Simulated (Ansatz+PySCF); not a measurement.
Values are calculated unless marked as measured or tabulated.
Input for Ansatz (development build ahead of 0.2.0):

```yaml
crystal:
  periodic: [false, false, false]
  atoms:
    - { symbol: Na, position_ang: [0.0, 0.0, -1.81035] }
    - { symbol: Na, position_ang: [0.0, 0.0, 1.81035] }
basis:
  gaussian: { orbitals: cc-pCVTZ }
total_charge: 1
magnetization:
  initial_magnetization: 1
hamiltonian:
  xc: hf
correlation:
  method: mp2
  frozen_orbitals: { Na: 1 }
output:
  forces: true
```

The input is written out in the form of the current development build from the run's settings. Correlation on restricted open-shell orbitals is semicanonical, with singles.

Results

```yaml
Converged: yes
Reference_energy: -323.56971 hartree
Correlation_energy: -0.52687 hartree
Total_energy: -324.09658 hartree
Spin_squared_of_the_determinant: 0.750
Stability_test: minimum among restricted orbitals
Occupied_orbitals_by_symmetry_in_an_Abelian_subgroup_alpha;_beta: 4 Ag 3 B1u 1 B2g 1 B2u 1 B3g 1 B3u; 3 Ag 3 B1u 1 B2g 1 B2u 1 B3g 1 B3u
```

Forces (eV/Å):
| atom | Fx | Fy | Fz |
| --- | --- | --- | --- |
| Na1 | 0.000 | 0.000 | -0.005 |
| Na2 | 0.000 | 0.000 | 0.005 |
